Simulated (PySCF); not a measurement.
Gas-phase reaction: 6 CHF2 → 4 CF3 + 2 CH2 + H2

Computed with PySCF (xtb for GFN2) and rigid-rotor harmonic-oscillator thermochemistry at 1 bar. † marks an energy on the PBE0/def2-TZVP geometry and frequencies; other levels use their own. CCSD(T) freezes the core. Open shells (unrestricted): CHF2 (multiplicity 2), CF3 (multiplicity 2), CH2 (multiplicity 3); the rest are closed-shell singlets. GFN2 has no spin-polarisation term. B3LYP is the form with VWN-RPA correlation. CHF2: computed as isolated molecules; such fragments, hydroxides, amides, oligomers or adducts are transient or little studied in the gas. CCSD(T) isn't extrapolated to the basis-set limit; its ΔH°(298 K) is 311.0 kJ in def2-SVP and 354.5 kJ in def2-TZVPP. The harmonic model lacks anharmonicity and excited electronic states, which grow with temperature; levels with a mode under 35 cm⁻¹ are left out.

| level | ΔE electronic, kJ | ΔH°(298 K), kJ | ΔS°(298 K), J/K | ΔG°(1000 K), kJ |
|---|---|---|---|---|
| B3LYP/def2-TZVP† | 443 | 397 | 43 | 337 |
| BLYP/def2-TZVP† | 455 | 409 | 43 | 349 |
| CCSD(T)/def2-SVP† | 357 | 311 | 43 | 251 |
| GFN2-xTB | 726 | 683 | 46 | 622 |
| HF/def2-TZVP† | 260 | 215 | 43 | 154 |
| PBE/def2-SVP | 416 | 372 | 45 | 311 |
| PBE/def2-TZVP† | 444 | 398 | 43 | 338 |
| r2SCAN/def2-TZVP† | 388 | 342 | 43 | 282 |
ΔH° is lowest at HF/def2-TZVP† and highest at GFN2-xTB. No reference value is set beside these.
